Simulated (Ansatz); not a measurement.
# CH6OSi: the cost of one run

Program: Ansatz 0.2.0. Level of theory: RKS PBE0-D4/def2-TZVP. These are calculated values, not measurements.

## Step 1: The structure to begin with

Bond lengths: Si1–H2 1.460 Å, Si1–H3 1.460 Å, Si1–O4 1.679 Å, O4–C5 1.420 Å, C5–H6 1.110 Å, C5–H7 1.110 Å, C5–H8 1.110 Å, Si1–H9 1.459 Å. Angles: H2–Si1–H3 109.5°, H2–Si1–O4 109.5°, H2–Si1–H9 109.5°, H3–Si1–O4 109.5°, H3–Si1–H9 109.5°, O4–Si1–H9 109.5°, Si1–O4–C5 125.0°, O4–C5–H6 109.5°, O4–C5–H7 109.5°, O4–C5–H8 109.5°, H6–C5–H7 109.4°, H6–C5–H8 109.4°, H7–C5–H8 109.4°.

As a file:

```xyz
9

Si    0.0000    0.0000    0.0000
H     0.0000    0.0000    1.4600
H     1.3768    0.0000   -0.4862
O    -0.7913    1.3709   -0.5594
C    -2.1512    1.4177   -0.9653
H    -2.7687    0.8215   -0.2614
H    -2.5023    2.4707   -0.9639
H    -2.2473    0.9975   -1.9882
H    -0.6877   -1.1914   -0.4862
```

## Step 2: Preparing the start

input.yaml reads:

```yaml
crystal:
  periodic: [false, false, false]
  atoms:
    - { symbol: Si, position_ang: [0.0, 0.0, 0.0] }
    - { symbol: H, position_ang: [0.0, 0.0, 1.46] }
    - { symbol: H, position_ang: [1.3768, 0.0, -0.4862] }
    - { symbol: O, position_ang: [-0.7913, 1.3709, -0.5594] }
    - { symbol: C, position_ang: [-2.1512, 1.4177, -0.9653] }
    - { symbol: H, position_ang: [-2.7687, 0.8215, -0.2614] }
    - { symbol: H, position_ang: [-2.5023, 2.4707, -0.9639] }
    - { symbol: H, position_ang: [-2.2473, 0.9975, -1.9882] }
    - { symbol: H, position_ang: [-0.6877, -1.1914, -0.4862] }
basis:
  gaussian: { orbitals: def2-TZVP }
hamiltonian:
  xc: pbe0
  dispersion: d4
relax:
  f_tol: 0.02
  max_steps: 40
```

Run with:

```console
$ ansatz run input.yaml --threads 4 --pin off --max-ram 5120MiB --backend cpu --events-out ev --progress --plain --runs-dir out
```

What time and memory should one allow on 4 threads of Arm Neoverse V1, shared host?

About 18 s, with a peak of 0.23 GiB.
